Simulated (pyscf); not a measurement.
PySCF, gas phase, ωB97X-D3(BJ)/def2-SVP geometries.

Task: For H₃C–CH•–CH=NH -> H₃C–C•=CH–NH₂, a hydrogen shift (doublet surface; C–H broken, H–N formed), PBE/def2-TZVP gives ΔE‡ = 2.50 eV and ΔE = +0.96 eV (zero: the reactant's lowest minimum found). In which direction and how far do PBE0-D3(BJ)/def2-TZVP, M06-2X/def2-TZVP, ωB97M-D3(BJ)/def2-TZVP move these?

Result: PBE0-D3(BJ): ΔE‡ = 2.70 eV, ΔE = +0.98 eV; M06-2X: ΔE‡ = 2.74 eV, ΔE = +0.91 eV; ωB97M-D3(BJ): ΔE‡ = 2.76 eV, ΔE = +1.04 eV. PBE's barrier lies under all of them, by 0.21 to 0.27 eV. Its reaction energy lies among theirs. Low barriers are usual for a GGA, whose delocalisation error favours stretched bonds. The same reactants have a lower exit, to H₂C=CH–CH=NH + H• (no saddle counted: cutting one bond, which may have a small barrier of its own, costs +2.19 eV at ωB97M-D3(BJ)/def2-TZVP, against +2.76 eV here). H₃C–C•=CH–NH₂ lies 1.20 eV over its isomer H₃C–C(CH₃)=N• (electronic energy, ωB97M-D3(BJ)/def2-TZVP). This is the saddle that the search found; another between the same sides may lie lower.
